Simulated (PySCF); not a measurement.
Spin-rotation constants: `C#CCCCS`, C5H8S

Geometry (Å), atoms numbered from 1 in this order:
```xyz
14

C    -2.5610   -0.8938   -0.1997
C    -1.7883    0.0110   -0.0738
C    -0.8276    1.0885    0.0536
C     0.5832    0.6327   -0.3378
C     1.0921   -0.4421    0.6080
S     2.7890   -0.9753    0.1925
H    -3.2516   -1.6765   -0.3020
H    -0.8287    1.4487    1.0865
H    -1.1360    1.9121   -0.5963
H     1.2617    1.4881   -0.3131
H     0.5652    0.2426   -1.3589
H     1.1616   -0.0649    1.6286
H     0.4443   -1.3190    0.5956
H     2.4955   -1.4526   -1.0153
```

Method: GIAO HSE06/cc-pVDZ magnetisability, rotational g tensor and spin-rotation constants, non-relativistic, gas phase (PySCF 2.14.0). Geometry: GFN2-xTB.

(1) Give the nuclear spin-rotation constants along the inertial axes (H = +C I·J) beside the isotropic shieldings.

## Answers

(1) Rotational constants 7.0431, 1.2109, 1.0908 GHz. A star marks the isotopologue with that one atom substituted, in its own axes.
| atom | isotope | Caa (kHz) | Cbb (kHz) | Ccc (kHz) | mean (kHz) | σ (ppm) |
| --- | --- | --- | --- | --- | --- | --- |
| H7 | 1H | -0.582 | -0.028 | -0.127 | -0.246 | 30.5 |
| H8 | 1H | -0.766 | -0.128 | 0.025 | -0.290 | 29.7 |
| H9 | 1H | -0.589 | -0.043 | -0.070 | -0.234 | 29.2 |
| H10 | 1H | -0.573 | 0.010 | -0.126 | -0.229 | 29.8 |
| H11 | 1H | -0.814 | -0.125 | 0.024 | -0.305 | 30.3 |
| H12 | 1H | -0.772 | -0.122 | 0.016 | -0.293 | 30.0 |
| H13 | 1H | -0.596 | 0.025 | -0.107 | -0.226 | 28.3 |
| H14 | 1H | -0.873 | -0.130 | 0.001 | -0.334 | 30.8 |
| C1 | 13C* | 1.490 | 0.136 | 0.304 | 0.643 | 128.4 |
| C2 | 13C* | 1.743 | 0.100 | 0.359 | 0.734 | 117.4 |
| C3 | 13C* | 0.840 | 0.159 | 0.146 | 0.382 | 176.7 |
| C4 | 13C* | 0.971 | 0.201 | 0.181 | 0.451 | 158.8 |
| C5 | 13C* | 0.955 | 0.188 | 0.152 | 0.432 | 167.3 |
| S6 | 33S* | 1.363 | 0.276 | 0.173 | 0.604 | 633.7 |

For the geometry as given, no vibrational averaging.
